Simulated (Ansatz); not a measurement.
# CH₃B (triplet): PBE, r2SCAN over a scan of the distance B1–C2, cc-pVDZ, part 2 of 2

Ansatz 0.2.0, Gaussian basis; cc-pVDZ, all electrons in the functionals. The steps go on from the part before.

**17. r2SCAN, 1.853 Å**

The input, in.yaml:

```yaml
crystal:
  periodic: [false, false, false]
  atoms:
    - {symbol: B, position_ang: [0.000000, -0.195680, 1.005147]}
    - {symbol: C, position_ang: [0.000000, 0.093398, -0.825165]}
    - {symbol: H, position_ang: [0.000000, 0.614828, 1.881417]}
    - {symbol: H, position_ang: [0.000000, 1.086697, -1.277851]}
    - {symbol: H, position_ang: [0.000000, -0.715630, -1.551875]}
basis:
  gaussian: {orbitals: cc-pVDZ}
magnetization: {spin_polarized: true, initial_magnetization: 2}
hamiltonian: {xc: {name: r2SCAN}}
```

The run is started by

```console
> ansatz run in.yaml --threads 1 --pin off --events-out ev --progress --plain --max-ram 2393MiB
```

The log of the run, shortened:

```text
Functional definition: r2SCAN
  name "r2SCAN"
  cite "Furness, Kaplan, Ning, Perdew & Sun, J. Phys. Chem. Lett. 11, 8208 (2020) doi:10.1021/acs.jpclett.0c02405"
  cite "Furness, Kaplan, Ning, Perdew & Sun, J. Phys. Chem. Lett. 11, 9248 (2020) doi:10.1021/acs.jpclett.0c03077"
  parent r2scan
[...]
508 factors; their error is unknown
[...]
mean field -1756.08235346 eV, -64.5348361743 hartree, gradient 8.3e-5 eV, S^2 2.005786; 0 other end points of the search recorded, 0 dependent functions left out
reference -1756.08236288 eV, -64.5348365206 hartree; 8, 6 occupied and 35, 37 virtual orbitals, 508 factors
Total energy: -1756.08236288 eV, -64.5348365206 hartree
```

Run time: 1.7 s. Hardware: 1 thread of Arm Neoverse V2, shared host.

From the report: ⟨S²⟩ of the determinant 2.006 (pure triplet: 2.00).

From 1.511 Å: +0.973 eV.

**18. r2SCAN, 2.125 Å**

The input, in.yaml:

```yaml
crystal:
  periodic: [false, false, false]
  atoms:
    - {symbol: B, position_ang: [0.000000, -0.218710, 1.150956]}
    - {symbol: C, position_ang: [0.000000, 0.112803, -0.948025]}
    - {symbol: H, position_ang: [0.000000, 0.591798, 2.027226]}
    - {symbol: H, position_ang: [0.000000, 1.106102, -1.400711]}
    - {symbol: H, position_ang: [0.000000, -0.696225, -1.674735]}
basis:
  gaussian: {orbitals: cc-pVDZ}
magnetization: {spin_polarized: true, initial_magnetization: 2}
hamiltonian: {xc: {name: r2SCAN}}
```

Launched as before.

The log of the run, shortened:

```text
Functional definition: r2SCAN
  name "r2SCAN"
  cite "Furness, Kaplan, Ning, Perdew & Sun, J. Phys. Chem. Lett. 11, 8208 (2020) doi:10.1021/acs.jpclett.0c02405"
  cite "Furness, Kaplan, Ning, Perdew & Sun, J. Phys. Chem. Lett. 11, 9248 (2020) doi:10.1021/acs.jpclett.0c03077"
  parent r2scan
[...]
508 factors; their error is unknown
[...]
mean field -1754.82968057 eV, -64.4888012948 hartree, gradient 2.3e-5 eV, S^2 2.008658; 0 other end points of the search recorded, 0 dependent functions left out
reference -1754.82969019 eV, -64.4888016481 hartree; 8, 6 occupied and 35, 37 virtual orbitals, 508 factors
Total energy: -1754.82969019 eV, -64.4888016481 hartree
```

It took 1.7 s on 1 thread of Arm Neoverse V2, shared host.

From the report: ⟨S²⟩ of the determinant 2.009 (pure triplet: 2.00).

From 1.511 Å: +2.226 eV.

**19. r2SCAN, 2.404 Å**

The input, in.yaml:

```yaml
crystal:
  periodic: [false, false, false]
  atoms:
    - {symbol: B, position_ang: [0.000000, -0.242331, 1.300518]}
    - {symbol: C, position_ang: [0.000000, 0.132707, -1.074048]}
    - {symbol: H, position_ang: [0.000000, 0.568177, 2.176788]}
    - {symbol: H, position_ang: [0.000000, 1.126006, -1.526734]}
    - {symbol: H, position_ang: [0.000000, -0.676321, -1.800758]}
basis:
  gaussian: {orbitals: cc-pVDZ}
magnetization: {spin_polarized: true, initial_magnetization: 2}
hamiltonian: {xc: {name: r2SCAN}}
output: {forces: true}
```

The command is unchanged.

The log of the run:

```text
Functional definition: r2SCAN
  name "r2SCAN"
  cite "Furness, Kaplan, Ning, Perdew & Sun, J. Phys. Chem. Lett. 11, 8208 (2020) doi:10.1021/acs.jpclett.0c02405"
  cite "Furness, Kaplan, Ning, Perdew & Sun, J. Phys. Chem. Lett. 11, 9248 (2020) doi:10.1021/acs.jpclett.0c03077"
  parent r2scan
  parameter k0 = 0.174
  parameter k1 = 0.065
  parameter a1 = 4.9479
  exchange = r2scan_x(k0 = k0, k1 = k1, a1 = a1)
  correlation = r2scan_c
508 factors; their error is unknown
mean field evaluation 1: about -1749.3860 eV, gradient 2.5e1 eV
mean field evaluation 2: about -1720.4605 eV, gradient 5.4e1 eV
mean field evaluation 4: about -1753.6144 eV, gradient 2.7e0 eV
mean field evaluation 8: about -1753.7185 eV, gradient 2.0e-1 eV
mean field evaluation 16: about -1753.6982 eV, gradient 7.1e-4 eV
mean field -1753.69819574 eV, -64.4472199940 hartree, gradient 2.5e-5 eV, S^2 2.035844; 0 other end points of the search recorded, 0 dependent functions left out
the calculation of the forces begins
reference -1753.69820554 eV, -64.4472203542 hartree; 8, 6 occupied and 35, 37 virtual orbitals, 508 factors
Total energy: -1753.69820554 eV, -64.4472203542 hartree
Atom 0 at     0.000000    -0.242331     1.300518 Å, force    -0.000000    -0.299139    -3.722151 eV/Å
Atom 1 at     0.000000     0.132707    -1.074048 Å, force    -0.000000    -0.135521     2.962364 eV/Å
Atom 2 at     0.000000     0.568177     2.176788 Å, force     0.000000     0.644745     0.200345 eV/Å
Atom 3 at     0.000000     1.126006    -1.526734 Å, force    -0.000000     0.475709     0.354027 eV/Å
Atom 4 at     0.000000    -0.676321    -1.800758 Å, force     0.000000    -0.685794     0.205415 eV/Å
Dipole moment:     0.000000     0.104055     0.121110 e Å
```

Wall time 2.1 s (1 thread of Arm Neoverse V2, shared host).

From the report: ⟨S²⟩ of the determinant 2.036 (pure triplet: 2.00).

From 1.511 Å: +3.358 eV.

**20. r2SCAN, 2.775 Å**

The input, in.yaml:

```yaml
crystal:
  periodic: [false, false, false]
  atoms:
    - {symbol: B, position_ang: [0.000000, -0.273742, 1.499398]}
    - {symbol: C, position_ang: [0.000000, 0.159174, -1.241626]}
    - {symbol: H, position_ang: [0.000000, 0.536766, 2.375668]}
    - {symbol: H, position_ang: [0.000000, 1.152473, -1.694312]}
    - {symbol: H, position_ang: [0.000000, -0.649854, -1.968336]}
basis:
  gaussian: {orbitals: cc-pVDZ}
magnetization: {spin_polarized: true, initial_magnetization: 2}
hamiltonian: {xc: {name: r2SCAN}}
output: {forces: true}
```

Launched as before.

The log of the run:

```text
Functional definition: r2SCAN
  name "r2SCAN"
  cite "Furness, Kaplan, Ning, Perdew & Sun, J. Phys. Chem. Lett. 11, 8208 (2020) doi:10.1021/acs.jpclett.0c02405"
  cite "Furness, Kaplan, Ning, Perdew & Sun, J. Phys. Chem. Lett. 11, 9248 (2020) doi:10.1021/acs.jpclett.0c03077"
  parent r2scan
  parameter k0 = 0.174
  parameter k1 = 0.065
  parameter a1 = 4.9479
  exchange = r2scan_x(k0 = k0, k1 = k1, a1 = a1)
  correlation = r2scan_c
508 factors; their error is unknown
mean field evaluation 1: about -1746.0957 eV, gradient 2.9e1 eV
mean field evaluation 2: about -1662.7047 eV, gradient 7.0e1 eV
mean field evaluation 4: about -1750.4679 eV, gradient 1.5e1 eV
mean field evaluation 8: about -1752.7518 eV, gradient 3.7e-1 eV
mean field evaluation 16: about -1752.7346 eV, gradient 1.4e-3 eV
mean field -1752.73463708 eV, -64.4118098664 hartree, gradient 3.5e-5 eV, S^2 2.228193; 1 other end points of the search recorded, 0 dependent functions left out
the calculation of the forces begins
reference -1752.73464709 eV, -64.4118102345 hartree; 8, 6 occupied and 35, 37 virtual orbitals, 508 factors
Total energy: -1752.73464709 eV, -64.4118102345 hartree
Atom 0 at     0.000000    -0.273742     1.499398 Å, force     0.000000    -0.571785    -2.186373 eV/Å
Atom 1 at     0.000000     0.159174    -1.241626 Å, force     0.000000     0.078350     0.854205 eV/Å
Atom 2 at     0.000000     0.536766     2.375668 Å, force    -0.000000     0.731018     0.493520 eV/Å
Atom 3 at     0.000000     1.152473    -1.694312 Å, force    -0.000000     0.542614     0.523764 eV/Å
Atom 4 at     0.000000    -0.649854    -1.968336 Å, force    -0.000000    -0.780197     0.314884 eV/Å
Dipole moment:     0.000000     0.124636     0.204293 e Å
```

Run time: 2.2 s. Hardware: 1 thread of Arm Neoverse V2, shared host.

From the report: ⟨S²⟩ of the determinant 2.228 (pure triplet: 2.00).

From 1.511 Å: +4.321 eV.

**21. r2SCAN, 3.252 Å**

The input, in.yaml:

```yaml
crystal:
  periodic: [false, false, false]
  atoms:
    - {symbol: B, position_ang: [0.000000, -0.314128, 1.755100]}
    - {symbol: C, position_ang: [0.000000, 0.193203, -1.457083]}
    - {symbol: H, position_ang: [0.000000, 0.496380, 2.631370]}
    - {symbol: H, position_ang: [0.000000, 1.186502, -1.909769]}
    - {symbol: H, position_ang: [0.000000, -0.615825, -2.183793]}
basis:
  gaussian: {orbitals: cc-pVDZ}
magnetization: {spin_polarized: true, initial_magnetization: 2}
hamiltonian: {xc: {name: r2SCAN}}
output: {forces: true}
```

Same command.

The log of the run:

```text
Functional definition: r2SCAN
  name "r2SCAN"
  cite "Furness, Kaplan, Ning, Perdew & Sun, J. Phys. Chem. Lett. 11, 8208 (2020) doi:10.1021/acs.jpclett.0c02405"
  cite "Furness, Kaplan, Ning, Perdew & Sun, J. Phys. Chem. Lett. 11, 9248 (2020) doi:10.1021/acs.jpclett.0c03077"
  parent r2scan
  parameter k0 = 0.174
  parameter k1 = 0.065
  parameter a1 = 4.9479
  exchange = r2scan_x(k0 = k0, k1 = k1, a1 = a1)
  correlation = r2scan_c
508 factors; their error is unknown
mean field evaluation 1: about -1742.8732 eV, gradient 3.1e1 eV
mean field evaluation 2: about -1598.1055 eV, gradient 1.0e2 eV
mean field evaluation 4: about -1747.5804 eV, gradient 1.5e1 eV
mean field evaluation 8: about -1747.5804 eV, gradient 1.5e1 eV
mean field evaluation 16: about -1752.2579 eV, gradient 7.0e-4 eV
mean field evaluation 32: about -1751.2836 eV, gradient 6.3e-1 eV
mean field -1752.25787090 eV, -64.3942890326 hartree, gradient 1.5e-5 eV, S^2 2.377660; 3 other end points of the search recorded, 0 dependent functions left out
the calculation of the forces begins
reference -1752.25788139 eV, -64.3942894182 hartree; 8, 6 occupied and 35, 37 virtual orbitals, 508 factors
Total energy: -1752.25788139 eV, -64.3942894182 hartree
Atom 0 at     0.000000    -0.314128     1.755100 Å, force     0.000000    -0.734737    -1.235712 eV/Å
Atom 1 at     0.000000     0.193203    -1.457083 Å, force    -0.000000     0.229775    -0.549876 eV/Å
Atom 2 at     0.000000     0.496380     2.631370 Å, force    -0.000000     0.777200     0.718069 eV/Å
Atom 3 at     0.000000     1.186502    -1.909769 Å, force     0.000000     0.575008     0.661297 eV/Å
Atom 4 at     0.000000    -0.615825    -2.183793 Å, force    -0.000000    -0.847245     0.406222 eV/Å
Dipole moment:     0.000000     0.159882     0.151434 e Å
```

Run time: 5 s. Hardware: 1 thread of Arm Neoverse V2, shared host.

From the report: ⟨S²⟩ of the determinant 2.378 (pure triplet: 2.00).

From 1.511 Å: +4.798 eV.

**22. r2SCAN, 4.115 Å**

The input, in.yaml:

```yaml
crystal:
  periodic: [false, false, false]
  atoms:
    - {symbol: B, position_ang: [0.000000, -0.387194, 2.217723]}
    - {symbol: C, position_ang: [0.000000, 0.254770, -1.846894]}
    - {symbol: H, position_ang: [0.000000, 0.423314, 3.093993]}
    - {symbol: H, position_ang: [0.000000, 1.248069, -2.299580]}
    - {symbol: H, position_ang: [0.000000, -0.554258, -2.573604]}
basis:
  gaussian: {orbitals: cc-pVDZ}
magnetization: {spin_polarized: true, initial_magnetization: 2}
hamiltonian: {xc: {name: r2SCAN}}
output: {forces: true}
```

Same command.

The log of the run:

```text
Functional definition: r2SCAN
  name "r2SCAN"
  cite "Furness, Kaplan, Ning, Perdew & Sun, J. Phys. Chem. Lett. 11, 8208 (2020) doi:10.1021/acs.jpclett.0c02405"
  cite "Furness, Kaplan, Ning, Perdew & Sun, J. Phys. Chem. Lett. 11, 9248 (2020) doi:10.1021/acs.jpclett.0c03077"
  parent r2scan
  parameter k0 = 0.174
  parameter k1 = 0.065
  parameter a1 = 4.9479
  exchange = r2scan_x(k0 = k0, k1 = k1, a1 = a1)
  correlation = r2scan_c
508 factors; their error is unknown
mean field evaluation 1: about -1739.9996 eV, gradient 3.2e1 eV
mean field evaluation 2: about -1482.5780 eV, gradient 1.0e2 eV
mean field evaluation 4: about -1744.0505 eV, gradient 1.8e1 eV
mean field evaluation 8: about -1744.0514 eV, gradient 1.8e1 eV
mean field evaluation 16: about -1752.0684 eV, gradient 9.8e-2 eV
mean field evaluation 32: about -1752.0604 eV, gradient 1.3e-1 eV
mean field -1752.06855516 eV, -64.3873318075 hartree, gradient 5.3e-6 eV, S^2 2.413268; 2 other end points of the search recorded, 0 dependent functions left out
the calculation of the forces begins
reference -1752.06856636 eV, -64.3873322190 hartree; 8, 6 occupied and 35, 37 virtual orbitals, 508 factors
Total energy: -1752.06856636 eV, -64.3873322190 hartree
Atom 0 at     0.000000    -0.387194     2.217723 Å, force    -0.000000    -0.799595    -0.906030 eV/Å
Atom 1 at     0.000000     0.254770    -1.846894 Å, force     0.000000     0.294954    -1.104158 eV/Å
Atom 2 at     0.000000     0.423314     3.093993 Å, force    -0.000000     0.802052     0.837166 eV/Å
Atom 3 at     0.000000     1.248069    -2.299580 Å, force     0.000000     0.594792     0.731382 eV/Å
Atom 4 at     0.000000    -0.554258    -2.573604 Å, force    -0.000000    -0.892203     0.441641 eV/Å
Dipole moment:     0.000000     0.190456     0.076521 e Å
```

It took 6 s on 1 thread of Arm Neoverse V2, shared host.

From the report: ⟨S²⟩ of the determinant 2.413 (pure triplet: 2.00).

From 1.511 Å: +4.987 eV.

**23. r2SCAN, 5.174 Å**

The input, in.yaml:

```yaml
crystal:
  periodic: [false, false, false]
  atoms:
    - {symbol: B, position_ang: [0.000000, -0.476855, 2.785414]}
    - {symbol: C, position_ang: [0.000000, 0.330319, -2.325236]}
    - {symbol: H, position_ang: [0.000000, 0.333653, 3.661684]}
    - {symbol: H, position_ang: [0.000000, 1.323618, -2.777922]}
    - {symbol: H, position_ang: [0.000000, -0.478709, -3.051946]}
basis:
  gaussian: {orbitals: cc-pVDZ}
magnetization: {spin_polarized: true, initial_magnetization: 2}
hamiltonian: {xc: {name: r2SCAN}}
output: {forces: true}
```

Launched as before.

The log of the run:

```text
Functional definition: r2SCAN
  name "r2SCAN"
  cite "Furness, Kaplan, Ning, Perdew & Sun, J. Phys. Chem. Lett. 11, 8208 (2020) doi:10.1021/acs.jpclett.0c02405"
  cite "Furness, Kaplan, Ning, Perdew & Sun, J. Phys. Chem. Lett. 11, 9248 (2020) doi:10.1021/acs.jpclett.0c03077"
  parent r2scan
  parameter k0 = 0.174
  parameter k1 = 0.065
  parameter a1 = 4.9479
  exchange = r2scan_x(k0 = k0, k1 = k1, a1 = a1)
  correlation = r2scan_c
508 factors; their error is unknown
mean field evaluation 1: about -1738.8714 eV, gradient 3.2e1 eV
mean field evaluation 2: about -1461.6288 eV, gradient 9.5e1 eV
mean field evaluation 4: about -1742.6052 eV, gradient 1.9e1 eV
mean field evaluation 8: about -1742.6062 eV, gradient 1.9e1 eV
mean field evaluation 16: about -1752.0410 eV, gradient 1.6e-1 eV
mean field evaluation 32: about -1750.2791 eV, gradient 7.4e0 eV
mean field evaluation 64: about -1751.0980 eV, gradient 1.3e-2 eV
mean field -1752.04128838 eV, -64.3863297716 hartree, gradient 2.3e-10 eV, S^2 2.413552; 2 other end points of the search recorded, 0 dependent functions left out
the calculation of the forces begins
reference -1752.04130039 eV, -64.3863302129 hartree; 8, 6 occupied and 35, 37 virtual orbitals, 508 factors
Total energy: -1752.04130039 eV, -64.3863302129 hartree
Atom 0 at     0.000000    -0.476855     2.785414 Å, force     0.000000    -0.803281    -0.862989 eV/Å
Atom 1 at     0.000000     0.330319    -2.325236 Å, force    -0.000000     0.306836    -1.177970 eV/Å
Atom 2 at     0.000000     0.333653     3.661684 Å, force    -0.000000     0.801792     0.857185 eV/Å
Atom 3 at     0.000000     1.323618    -2.777922 Å, force     0.000000     0.595191     0.742504 eV/Å
Atom 4 at     0.000000    -0.478709    -3.051946 Å, force    -0.000000    -0.900537     0.441270 eV/Å
Dipole moment:     0.000000     0.198220     0.060164 e Å
```

Wall time 13 s (1 thread of Arm Neoverse V2, shared host).

From the report: ⟨S²⟩ of the determinant 2.414 (pure triplet: 2.00).

From 1.511 Å: +5.015 eV.

**24. Against the wave-function levels**

The yardstick is UCCSDT(Q), where the cluster series has nearly closed. It and the other wave-function rows come from earlier runs at the same points. Energies in eV, counted from 1.511 Å; blanks weren't run or aren't comparable.

| level | 1.217 Å | 1.358 Å | 1.511 Å | 1.692 Å | 1.853 Å | 2.125 Å | 2.404 Å | 2.775 Å | 3.252 Å | 4.115 Å | 5.174 Å |
| --- | --- | --- | --- | --- | --- | --- | --- | --- | --- | --- | --- |
| UCCSDT(Q) | 2.657 | 0.627 | 0.000 | 0.261 | 0.874 | 2.078 | 3.136 |  | 4.248 | 4.265 | 4.268 |
| PBE | 2.429 | 0.544 | 0.000 | 0.304 | 0.929 | 2.143 | 3.252 | 4.289 | 4.867 | 5.094 | 5.127 |
| r2SCAN | 2.431 | 0.536 | 0.000 | 0.325 | 0.973 | 2.226 | 3.358 | 4.321 | 4.798 | 4.987 | 5.015 |
| RHF | 2.564 | 0.571 | 0.000 | 0.340 | 1.031 | 2.395 | 3.701 | 4.178 | 4.095 | 4.047 | 4.040 |
| UHF | 2.568 | 0.576 | 0.000 | 0.328 | 1.001 | 2.283 | 3.199 | 3.657 | 3.801 | 3.834 | 3.835 |
| RMP2 | 2.610 | 0.600 | 0.000 | 0.304 | 0.964 | 2.270 | 3.480 | 4.605 | 4.643 | 4.637 | 4.639 |
| UMP2 | 2.609 | 0.599 | 0.000 | 0.307 | 0.972 | 2.331 | 3.660 | 4.425 | 4.671 | 4.736 | 4.744 |
| RCCSD | 2.645 | 0.619 | 0.000 | 0.276 | 0.906 | 2.147 | 3.256 | 4.035 | 4.214 | 4.216 | 4.217 |
| RCCSD(T) | 2.654 | 0.625 | 0.000 | 0.266 | 0.884 | 2.102 | 3.178 | 4.031 | 4.252 | 4.262 | 4.264 |
| UCCSD(T) | 2.654 | 0.625 | 0.000 | 0.266 | 0.885 | 2.104 | 3.186 | 4.030 | 4.254 | 4.265 | 4.267 |
| RCCSDT(Q) | 2.657 | 0.627 | 0.000 | 0.262 | 0.875 | 2.079 | 3.138 | 3.986 | 4.248 | 4.265 | 4.267 |
| NEVPT2 pair | 2.605 | 0.599 | 0.000 |  | 0.926 | 2.162 | 3.258 | 4.193 | 4.498 | 4.495 | 4.496 |

Largest miss and mean time a point (UCCSDT(Q) took 27 s a point; shared hosts):

| level | largest miss (eV) | where | time a point |
| --- | --- | --- | --- |
| PBE | +0.859 | 5.174 Å | 1.5 s |
| r2SCAN | +0.747 | 5.174 Å | 3.5 s |
| RHF | +0.565 | 2.404 Å |  |
| UHF | -0.447 | 3.252 Å |  |
| RMP2 | +0.395 | 3.252 Å |  |
| UMP2 | +0.524 | 2.404 Å |  |
| RCCSD | +0.120 | 2.404 Å |  |
| RCCSD(T) | +0.042 | 2.404 Å | 2.6 s |
| UCCSD(T) | +0.050 | 2.404 Å | 4.5 s |
| RCCSDT(Q) | +0.002 | 2.404 Å | 27 s |
| NEVPT2 pair | +0.250 | 3.252 Å | 0.78 s |

**25. What came out**

What follows sums up all 2 parts.

| quantity | value |
| --- | --- |
| span of the UCCSDT(Q) curve (points where it is known) | 4.268 eV |
| largest miss, PBE | +0.859 eV (5.174 Å) |
| largest miss, r2SCAN | +0.747 eV (5.174 Å) |
| largest miss, RCCSD(T) | +0.042 eV (2.404 Å) |
| largest miss, UCCSD(T) | +0.050 eV (2.404 Å) |

**Reading.** Misses are known at 9 of 10 points at best, and only functionals with that many are ranked. Of the functionals, r2SCAN keep the smallest largest miss at the points compared (at most 0.747 eV) and PBE strays most (0.859 eV, at 5.174 Å). r2SCAN clearly breaks the spin symmetry at some points (⟨S²⟩ up to 0.41 above the pure value), so energy there is bought with a mixed spin. Functionals and the yardstick converge differently with the basis, so part of each miss in cc-pVDZ is the basis.
